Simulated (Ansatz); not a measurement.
Ansatz (a program for electronic structure) job for AlCl₃, SMILES [Cl][Al]([Cl])[Cl], PBE0-D3(BJ)/def2-SVP. 

Ansatz 0.2 input:
```yaml
crystal:
  periodic: [false, false, false]
  atoms:
    - {symbol: Al, position_ang: [-0.00000000, -0.00000000, 0.00000000]}
    - {symbol: Cl, position_ang: [-2.02989748, -0.00000000, -0.00000000]}
    - {symbol: Cl, position_ang: [1.01494874, 1.75794279, -0.00000000]}
    - {symbol: Cl, position_ang: [1.01494874, -1.75794278, -0.00000000]}
basis:
  gaussian:
    orbitals: def2-SVP
hamiltonian:
  xc: pbe0
  dispersion: d3bj
relax: {f_tol: 0.002, max_steps: 200}
```

Program output:

```
Functional definition: PBE0
integrals: 0.02 GiB planned
682 factors; integrals over basis functions are off by at most 2.8e-4 eV
mean field: 0.25 GiB planned
mean field evaluation 1: about -44140.6056 eV, gradient 1.7e1 eV
mean field evaluation 2: about -44140.6786 eV, gradient 1.6e1 eV
mean field evaluation 4: about -44141.3190 eV, gradient 2.6e-1 eV
mean field evaluation 8: about -44141.3201 eV, gradient 1.5e-3 eV
mean field -44141.32008786 eV, -1622.1635931675 hartree, gradient 7.6e-6 eV, S^2 0.000000; 0 other end points of the search recorded, 0 dependent functions left out
the calculation of the forces begins
reference -44141.32011176 eV, -1622.1635940458 hartree; 32, 32 occupied and 40, 40 virtual orbitals, 682 factors
relax step   1: F+E_penalty+E_count = -44141.44205757 eV  Δ(F+E_penalty+E_count) = +0.000e0 eV  max|allowed force component| = 1.040e0 eV/Å  Δτ_max = 0.0000 Å  (23 SCF iters, accepted)
these checks for a lower state are left out or cut short: starts, cluster_reference, orbital_swaps, neighbouring_geometries, increment
integrals: 0.02 GiB planned
682 factors; integrals over basis functions are off by at most 3.3e-4 eV
mean field: 0.25 GiB planned
mean field evaluation 16: about -44141.3910 eV, gradient 3.6e-2 eV
mean field -44141.39333468 eV, -1622.1662849385 hartree, gradient 1.2e-5 eV, S^2 0.000000; 0 other end points of the search recorded, 0 dependent functions left out
the calculation of the forces begins
reference -44141.39335872 eV, -1622.1662858219 hartree; 32, 32 occupied and 40, 40 virtual orbitals, 682 factors
relax step   2: F+E_penalty+E_count = -44141.51208122 eV  Δ(F+E_penalty+E_count) = -7.002e-2 eV  max|allowed force component| = 1.749e-1 eV/Å  Δτ_max = 0.0572 Å  (24 SCF iters, accepted)
these checks for a lower state are left out or cut short: starts, cluster_reference, orbital_swaps, neighbouring_geometries, increment
integrals: 0.02 GiB planned
682 factors; integrals over basis functions are off by at most 3.3e-4 eV
mean field: 0.25 GiB planned
mean field -44141.39525103 eV, -1622.1663553631 hartree, gradient 1.1e-5 eV, S^2 0.000000; 0 other end points of the search recorded, 0 dependent functions left out
the calculation of the forces begins
reference -44141.39527505 eV, -1622.1663562459 hartree; 32, 32 occupied and 40, 40 virtual orbitals, 682 factors
relax step   3: F+E_penalty+E_count = -44141.51445363 eV  Δ(F+E_penalty+E_count) = -2.372e-3 eV  max|allowed force component| = 2.348e-2 eV/Å  Δτ_max = 0.0079 Å  (24 SCF iters, accepted)
these checks for a lower state are left out or cut short: starts, cluster_reference, orbital_swaps, neighbouring_geometries, increment
integrals: 0.02 GiB planned
682 factors; integrals over basis functions are off by at most 3.2e-4 eV
mean field: 0.25 GiB planned
mean field evaluation 32: about -44141.3952 eV, gradient 9.0e-2 eV
mean field -44141.39522504 eV, -1622.1663544078 hartree, gradient 2.4e-5 eV, S^2 0.000000; 0 other end points of the search recorded, 0 dependent functions left out
the calculation of the forces begins
reference -44141.39524905 eV, -1622.1663552904 hartree; 32, 32 occupied and 40, 40 virtual orbitals, 682 factors
relax step   4: F+E_penalty+E_count = -44141.51449632 eV  Δ(F+E_penalty+E_count) = -4.269e-5 eV  max|allowed force component| = 1.907e-4 eV/Å  Δτ_max = 0.0012 Å  (17 SCF iters, accepted)
integrals: 0.02 GiB planned
682 factors; integrals over basis functions are off by at most 3.2e-4 eV
mean field: 0.25 GiB planned
mean field -44141.39522504 eV, -1622.1663544078 hartree, gradient 2.4e-5 eV, S^2 0.000000; 1 other end points of the search recorded, 0 dependent functions left out
the calculation of the forces begins
reference -44141.39524905 eV, -1622.1663552904 hartree; 32, 32 occupied and 40, 40 virtual orbitals, 682 factors
Total energy: -44141.51452034 eV, -1622.1707384293 hartree
Atom 0 at     0.000048    -0.000000    -0.000000 Å, force    -0.000010    -0.000000    -0.000000 eV/Å
Atom 1 at    -2.077934    -0.000000     0.000000 Å, force     0.000163    -0.000000    -0.000000 eV/Å
Atom 2 at     1.038943     1.799636     0.000000 Å, force    -0.000077    -0.000191    -0.000000 eV/Å
Atom 3 at     1.038943    -1.799636     0.000000 Å, force    -0.000077     0.000191     0.000000 eV/Å
Dipole moment:     0.000075     0.000000    -0.000000 e Å
```

The calculation finished and met its thresholds.
